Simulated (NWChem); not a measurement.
**M06-2X/def2-SVPD run of SiH4O2 (SMILES O[SiH2]O)**

What is the vertical ionisation energy of SiH4O2 at M06-2X/def2-SVPD? 

The calculation is run with NWChem 7.3.0.

4 further runs of the same task are left out: 2 that didn't finish, 2 set aside as unsound or not needed.

### 1 The molecule

SiH4O2 has 7 atoms, charge 0, and is taken as a singlet. As SMILES, `O[SiH2]O`. Geometry: relaxed at PBE0-D4/def2-TZVP. This is one conformer, not always the lowest.

Bond lengths: O1–Si2 1.642 Å, Si2–O3 1.642 Å, O1–H4 0.958 Å, Si2–H5 1.481 Å, Si2–H6 1.481 Å, O3–H7 0.958 Å. Angles: O1–Si2–O3 113.5°, O1–Si2–H5 111.5°, O1–Si2–H6 103.9°, O3–Si2–H5 103.9°, O3–Si2–H6 111.5°, Si2–O1–H4 117.7°, Si2–O3–H7 117.7°, H5–Si2–H6 112.9°.

### 2 Energy and gradient at M06-2X/def2-SVPD

Input file run.py:

```python
from ase import Atoms
from ase.calculators.nwchem import NWChem

mol = Atoms(['O', 'Si', 'O', 'H', 'H', 'H', 'H'], positions=[
    [-1.385150, -0.243860, -0.354380],
    [0.051410, 0.422210, 0.079240],
    [1.274030, -0.668570, 0.183160],
    [-1.456660, -0.615580, -1.234790],
    [0.526670, 1.393040, -0.933360],
    [-0.229300, 1.048860, 1.391580],
    [1.219010, -1.336090, 0.868560],
])

calc = NWChem(
    label='h4o2si',
    theory='dft',
    memory='2200 mb',
    basis='def2-SVPD',
    basispar='spherical bse',
    dft={'xc': 'm06-2x', 'mult': '1', 'grid': 'fine', 'convergence': 'energy 1e-08', 'iterations': '100', 'mulliken': None, 'print': 'low'},
)
mol.calc = calc

forces = mol.get_forces()
print("Total energy (eV):", round(mol.get_potential_energy(), 6))
print("forces (eV/A):")
for s, f in zip(mol.symbols, forces):
    print(f"{s:2s} {f[0]:10.5f} {f[1]:10.5f} {f[2]:10.5f}")
```

Launch:

```bash
export ASE_NWCHEM_COMMAND="nwchem PREFIX.nwi > PREFIX.nwo"
python run.py
```

Output:

```text
Total energy (eV): -12031.740021
forces (eV/A):
O    -0.60220   -0.31002   -0.19396
Si    0.12840    1.05246    0.19726
O     0.50466   -0.48882    0.04355
H    -0.09703   -0.07703   -0.10110
H    -0.03553   -0.02335    0.01430
H     0.02972   -0.02432   -0.02314
H     0.07199   -0.12892    0.06315
```

The calculator wrote h4o2si.nwi:

```
title "h4o2si"

permanent_dir h4o2si

scratch_dir h4o2si

start h4o2si

geometry units angstrom nocenter noautosym noautoz
  O  -1.3851500000000001e+00 -2.4385999999999999e-01 -3.5437999999999997e-01
  Si 5.1409999999999997e-02 4.2220999999999997e-01 7.9240000000000005e-02
  O  1.2740300000000000e+00 -6.6857000000000000e-01 1.8315999999999999e-01
  H  -1.4566600000000001e+00 -6.1558000000000002e-01 -1.2347900000000001e+00
  H  5.2666999999999997e-01 1.3930400000000001e+00 -9.3335999999999997e-01
  H  -2.2930000000000000e-01 1.0488599999999999e+00 1.3915800000000000e+00
  H  1.2190099999999999e+00 -1.3360900000000000e+00 8.6856000000000000e-01
end

memory 2200 mb

basis spherical bse noprint
   * library def2-SVPD
end

dft
  xc m06-2x
  mult 1
  grid fine
  convergence energy 1e-08
  iterations 100
  mulliken
  print low
end

task dft gradient
```

h4o2si.nwo, shortened:

```text
[...]
         Total DFT energy =     -442.158293954089
      One electron energy =     -850.146845345252
           Coulomb energy =      327.101317755425
    Exchange-Corr. energy =      -39.586727067634
 Nuclear repulsion energy =      120.473960703373
[...]
      Total Density - Mulliken Population Analysis
     ---------------------------------------------
    Atom       Charge   Shell Charges
 -----------   ------   -------------------------------------------------------
    1 O    8     8.66   1.99  1.06  0.65  0.14  2.89  1.76  0.16  0.01  0.00
    2 Si  14    13.13   2.00  1.98  0.98 -0.22  0.01  5.93  1.20  0.73  0.44  0.08
    3 O    8     8.66   1.99  1.06  0.65  0.14  2.89  1.76  0.16  0.01  0.00
    4 H    1     0.81   0.69  0.04  0.07  0.01
    5 H    1     0.97   0.75  0.20  0.01  0.00
    6 H    1     0.97   0.75  0.20  0.01  0.00
    7 H    1     0.81   0.69  0.04  0.07  0.01
[...]
                         DFT ENERGY GRADIENTS
    atom               coordinates                        gradient
                 x          y          z           x          y          z
   1 O      -2.617554  -0.460829  -0.669681    0.011711   0.006029   0.003772
   2 Si      0.097151   0.797861   0.149742   -0.002497  -0.020467  -0.003836
   3 O       2.407568  -1.263414   0.346122   -0.009814   0.009506  -0.000847
   4 H      -2.752688  -1.163278  -2.333415    0.001887   0.001498   0.001966
   5 H       0.995262   2.632464  -1.763795    0.000691   0.000454  -0.000278
   6 H      -0.433314   1.982058   2.629705   -0.000578   0.000473   0.000450
   7 H       2.303595  -2.524844   1.641340   -0.001400   0.002507  -0.001228
 Task  times  cpu:       28.4s     wall:       28.4s
 Total times  cpu:       28.4s     wall:       28.4s
```

Run time: 30 s. Hardware: 1 thread of Intel Xeon 6975P-C (Granite Rapids), shared host; peak memory 0.12 GiB.

### 3 The doublet cation: a single-point energy at UM06-2X/def2-SVPD

Input file run.py:

```python
from ase import Atoms
from ase.calculators.nwchem import NWChem

system = Atoms(['O', 'Si', 'O', 'H', 'H', 'H', 'H'], positions=[
    [-1.385150, -0.243860, -0.354380],
    [0.051410, 0.422210, 0.079240],
    [1.274030, -0.668570, 0.183160],
    [-1.456660, -0.615580, -1.234790],
    [0.526670, 1.393040, -0.933360],
    [-0.229300, 1.048860, 1.391580],
    [1.219010, -1.336090, 0.868560],
])

calc = NWChem(
    label='h4o2si',
    theory='dft',
    memory='2200 mb',
    basis='def2-SVPD',
    basispar='spherical bse',
    charge=1,
    dft={'xc': 'm06-2x', 'mult': '2', 'grid': 'fine', 'convergence': 'energy 1e-08', 'iterations': '100', 'mulliken': None},
    task='energy',
)
system.calc = calc

print("Total energy (eV):", round(system.get_potential_energy(), 6))
```

Launch:

```bash
export ASE_NWCHEM_COMMAND="nwchem PREFIX.nwi > PREFIX.nwo"
python run.py
```

Output:

```text
Total energy (eV): -12020.036803
```

The calculator wrote h4o2si.nwi:

```
title "h4o2si"

permanent_dir h4o2si

scratch_dir h4o2si

start h4o2si

geometry units angstrom nocenter noautosym noautoz
  O  -1.3851500000000001e+00 -2.4385999999999999e-01 -3.5437999999999997e-01
  Si 5.1409999999999997e-02 4.2220999999999997e-01 7.9240000000000005e-02
  O  1.2740300000000000e+00 -6.6857000000000000e-01 1.8315999999999999e-01
  H  -1.4566600000000001e+00 -6.1558000000000002e-01 -1.2347900000000001e+00
  H  5.2666999999999997e-01 1.3930400000000001e+00 -9.3335999999999997e-01
  H  -2.2930000000000000e-01 1.0488599999999999e+00 1.3915800000000000e+00
  H  1.2190099999999999e+00 -1.3360900000000000e+00 8.6856000000000000e-01
end

charge 1

memory 2200 mb

basis spherical bse noprint
   * library def2-SVPD
end

dft
  xc m06-2x
  mult 2
  grid fine
  convergence energy 1e-08
  iterations 100
  mulliken
end

task dft energy
```

h4o2si.nwo:

```text
Northwest Computational Chemistry Package (NWChem) 7.3.0
             --------------------------------------------------------

           Job information
           ---------------

    nwchem branch   = 7.3.0
    use scalapack   = T
    input           = h4o2si.nwi
    prefix          = h4o2si.
    data base       = h4o2si/h4o2si.db
    status          = startup
    nproc           =        1

           Memory information
           ------------------

    heap     =     72089596 doubles =      550.0 Mbytes
    stack    =     72089601 doubles =      550.0 Mbytes
    global   =    144179200 doubles =     1100.0 Mbytes (distinct from heap & stack)
    total    =    288358397 doubles =     2200.0 Mbytes
    verify   = yes
    hardfail = no

           Directory information
           ---------------------

  0 permanent = h4o2si
  0 scratch   = h4o2si

                                NWChem Input Module
                                -------------------

                                      h4o2si
                                      ------

 Scaling coordinates for geometry "geometry" by  1.889725989
 (inverse scale =  0.529177249)

                             Geometry "geometry" -> ""
                             -------------------------

 Output coordinates in angstroms (scale by  1.889725989 to convert to a.u.)

[... 19 lines left out ...]
            Nuclear Dipole moment (a.u.)
[... 66 lines left out ...]
  convergence criterion.
[... 16 lines left out ...]
          Convergence on density requested:  1.00D-05
[... 21 lines left out ...]
          Spatial weights used:  Erf1
[... 3 lines left out ...]
          Convergence aids based upon iterative change in
[... 88 lines left out ...]
         Total DFT energy =     -441.728208625962
[... 1 line left out ...]
           Coulomb energy =      318.033942899854
[... 1 line left out ...]
 Nuclear repulsion energy =      120.473960703373
[... 726 lines left out ...]
                     DFT Final Beta Molecular Orbital Analysis
[... 793 lines left out ...]
   alpha     41     42     43     44     45     46     47     48     49     50
    beta     41     42     43     44     45     46     47     48     49     50
 overlap   0.996  0.956  0.992  0.955  0.988  0.988  0.991  0.995  0.992  0.986

   alpha     51     52     53     54     55     56     57     58     59     60
    beta     51     52     53     54     55     56     57     58     59     60
 overlap   0.988  0.991  0.999  0.999  0.999  0.998  0.997  0.945  0.999  0.948

   alpha     61     62     63     64     65     66     67     68     69     70
    beta     61     62     63     64     65     66     68     67     69     70
 overlap   0.998  0.999  0.999  1.000  0.999  0.997  0.998  0.995  0.997  0.997

   alpha     71     72     73     74     75     76     77     78     79     80
    beta     71     72     73     74     75     76     77     78     79     80
 overlap   0.999  0.999  0.997  0.982  0.982  0.997  0.999  0.999  0.997  0.995

   alpha     81     82     83     84     85     86     87     88     89     90
    beta     81     82     83     84     85     86     87     88     89     90
 overlap   0.996  0.950  0.993  0.952  0.996  0.999  0.998  0.998  1.000  1.000

   alpha     91     92     93     94     95     96     97     98     99    100
    beta     91     92     93     94     96     95     97     98     99    100
 overlap   1.000  1.000  1.000  1.000  1.000  0.999  0.999  1.000  1.000  1.000

   alpha    101    102
    beta    101    102
 overlap   1.000  1.000

     --------------------------
     Expectation value of S2:
     --------------------------
      <S2> =      0.7627 (Exact =     0.7500)

 center of mass
 --------------
 x =  -0.00823453 y =  -0.06756065 z =  -0.01266884

 moments of inertia (a.u.)
 ------------------
          93.191275467062          28.085482532461         -49.133394939094
          28.085482532461         244.748859857124          -0.362020800480
         -49.133394939094          -0.362020800480         281.912514699645

     Multipole analysis of the density
     ---------------------------------

     L   x y z        total         alpha         beta         nuclear
     -   - - -        -----         -----         ----         -------
     0   0 0 0      1.000000    -17.000000    -16.000000     34.000000

     1   1 0 0      0.045666      0.068605      0.183986     -0.206925
[... 8 lines of this table left out ...]
     2   0 0 2    -11.470037    -18.971732    -15.523551     23.025246

 Task  times  cpu:       58.7s     wall:       58.7s
 Total times  cpu:       58.7s     wall:       58.7s
```

Run time: 60 s. Hardware: 1 thread of Intel Xeon 6975P-C (Granite Rapids), shared host; peak memory 0.11 GiB.

### 4 Summary of results

At M06-2X/def2-SVPD:

```
                                          quantity          value
                      singlet SiH4O2: total energy  -442.15829 Eh
          singlet SiH4O2: largest force on an atom     1.078 eV/Å
                      doublet cation: total energy  -441.72821 Eh
doublet cation: HOMO energy (highest over α and β)      -17.15 eV
 doublet cation: LUMO energy (lowest over α and β)      -13.12 eV
                              doublet cation: ⟨S²⟩          0.763
vertical ionisation energy (to the doublet cation)      11.703 eV
```

In words: The vertical ionisation energy comes to 11.70 eV (1129 kJ/mol). The largest force (singlet SiH4O2) is 1.08 eV/Å: the shape isn't a stationary point for this species at this level. Mulliken charges (doublet cation) run from -0.54 on O1 to +1.15 on Si2; in a basis this large or diffuse they mean little.
